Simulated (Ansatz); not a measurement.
**Relative stability**

Two relaxed structures of C2H8N (charge +1), singlet (PBE0-D4/def2-TZVP; forces vanish, vibrations not checked).

A:

```xyz
11
angstrom
C -1.0331 0.5371 -0.4935
C 0.4309 0.1932 -0.4088
N 0.7017 -0.6771 0.7951
H -1.6561 -0.3528 -0.6089
H -1.1956 1.1646 -1.3705
H -1.3717 1.1012 0.3787
H 1.0609 1.0755 -0.2931
H 0.7779 -0.3709 -1.2749
H 0.4294 -0.2010 1.6582
H 1.6906 -0.9237 0.8724
H 0.1652 -1.5462 0.7453
```

B:

| atom | x (Å) | y (Å) | z (Å) |
| --- | --- | --- | --- |
| C1 | -1.0292 | 0.5452 | -0.5063 |
| C2 | 0.6968 | -0.6895 | 0.8147 |
| N3 | 0.4067 | 0.1701 | -0.3679 |
| H4 | -1.6166 | -0.3656 | -0.6039 |
| H5 | -1.1505 | 1.1689 | -1.3900 |
| H6 | -1.3314 | 1.0912 | 0.3851 |
| H7 | 0.9717 | 1.0197 | -0.3120 |
| H8 | 0.7110 | -0.3119 | -1.2160 |
| H9 | 0.4047 | -0.1506 | 1.7138 |
| H10 | 1.7615 | -0.9142 | 0.8386 |
| H11 | 0.1194 | -1.6074 | 0.7249 |

Program: Ansatz 0.2.0. Basis: def2-TZVPP. Cores are frozen in the correlated methods. B3LYP uses VWN-RPA correlation.

Task: Which structure is lower at CCSD(T), and by how much? (To be estimated.)

Result: The calculation gives: A, by 0.154 eV (electronic energy, against the other). By their contacts, A is C₂H₈N ([CH3][CH2][NH3]), total charge +1 and B is C₂H₈N ([CH3][NH2][CH3]), total charge +1.

All methods give the same order:

| method | E(B) − E(A) (eV) |
| --- | --- |
| PBE-D4 | 0.201 |
| r2SCAN-D4 | 0.201 |
| PBE0-D4 | 0.201 |
| B3LYP-D4 | 0.161 |
| wB97M-V | 0.186 |
| HF | 0.128 |
| MP2 | 0.175 |
| CCSD | 0.152 |
| CCSD(T) | 0.154 |

T1 diagnostic: at most 0.008.

Labels in which every atom is bracketed show which atoms are joined, not bond orders.

For scale, one of the runs: CCSD(T)/def2-TZVPP, 205 basis functions, launched by `ansatz run in.yaml --threads 2 --pin off --events-out ev --progress --plain --max-ram 4352MiB`. Time: 65 s of wall clock on 2 CPU threads of an Arm Neoverse V1; the host was shared. Peak host memory: 2.8 GiB.
